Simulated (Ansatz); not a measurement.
## Interaction energy ladder

The pair of H$_{3}$O⁺ (SMILES [OH3+], atoms 1–4) and SiH$_{3}$F (SMILES [SiH3]F, atoms 5–9), both closed shells, in one local arrangement (a lower one may exist), relaxed at PBE0-D4/def2-TZVP:

```json
{"atom": "O1", "x (Å)": "1.2461", "y (Å)": "-0.3581", "z (Å)": "-1.7138"}
{"atom": "H2", "x (Å)": "2.1991", "y (Å)": "-0.2004", "z (Å)": "-1.6126"}
{"atom": "H3", "x (Å)": "0.7092", "y (Å)": "-0.3038", "z (Å)": "-0.8112"}
{"atom": "H4", "x (Å)": "1.0791", "y (Å)": "-1.1697", "z (Å)": "-2.2207"}
{"atom": "Si5", "x (Å)": "-1.1352", "y (Å)": "0.4593", "z (Å)": "1.3492"}
{"atom": "F6", "x (Å)": "0.0320", "y (Å)": "-0.2478", "z (Å)": "0.3496"}
{"atom": "H7", "x (Å)": "-0.5088", "y (Å)": "1.7181", "z (Å)": "1.7866"}
{"atom": "H8", "x (Å)": "-1.3258", "y (Å)": "-0.5387", "z (Å)": "2.4129"}
{"atom": "H9", "x (Å)": "-2.2956", "y (Å)": "0.6410", "z (Å)": "0.4600"}
```

Computed with Ansatz 0.2.0 (basis: def2-TZVPPD, with def2-QZVPPD for the basis limit); correlated methods freeze the cores. B3LYP uses VWN-RPA correlation. Extrapolation: Hartree–Fock as exp(−7.88 √X), correlation as X^−2.97. Interaction energies count from these two fragments, frozen as in the pair, with the counterpoise correction; negative means bound.

Task: What is the interaction energy by CCSD(T) at an estimated basis limit (MP2 extrapolated from triple and quadruple zeta, plus CCSD(T) − MP2 in triple zeta)? (An estimate is asked for; the value comes from the calculation.)

Result: By the calculation: -123.9 kJ/mol. Hartree–Fock alone gives -118.3 kJ/mol at the basis limit. It counts from the two fragments frozen as in the pair.

The same quantity by other methods in triple zeta, and each one's difference from that estimate:
| method | E_int (kJ/mol) | difference |
| --- | --- | --- |
| PBE-D4 | -124.6 | -0.7 |
| revPBE-D4 | -116.6 | 7.3 |
| BLYP-D4 | -121.1 | 2.8 |
| r2SCAN-D4 | -125.6 | -1.7 |
| B97M-V | -119.6 | 4.3 |
| PBE0-D4 | -128.1 | -4.2 |
| B3LYP-D4 | -126.2 | -2.3 |
| HSE06-D4 | -127.9 | -4.0 |
| wB97X-V | -123.7 | 0.2 |
| wB97M-V | -122.9 | 1.0 |
| B2PLYP | -123.0 | 0.9 |
| HF | -117.7 | 6.2 |
| MP2 | -119.9 | 4.0 |
| CCSD | -119.9 | 4.0 |
| CCSD(T) | -120.3 | 3.6 |
Differences are method less estimate.

Task: Which atoms make the shortest contact between the fragments?

Result: H3 and F6, 1.35 Å apart.

Energy to bend the free fragments (PBE0-D4 minima) into their shapes in the pair, CCSD(T)/def2-TZVPPD: H$_{3}$O⁺ 11.3 kJ/mol; SiH$_{3}$F 14.8 kJ/mol. This must be added to the interaction energy to get the binding energy from relaxed fragments.

Basis-set superposition shift (counterpoise-corrected less uncorrected): CCSD(T) 4.9; MP2 4.8; HF 0.4; PBE0-D4 0.5; wB97M-V 0.5 kJ/mol.

T1 diagnostic: at most 0.013.

For scale, one of the runs: CCSD(T)/def2-TZVPPD, 230 basis functions, launched by `ansatz run in.yaml --threads 4 --pin off --events-out ev --progress --plain --max-ram 9574MiB`. Time: 45 s of wall clock on 4 CPU threads of an Arm Neoverse V2; the host was shared. Peak host memory: 3.9 GiB.
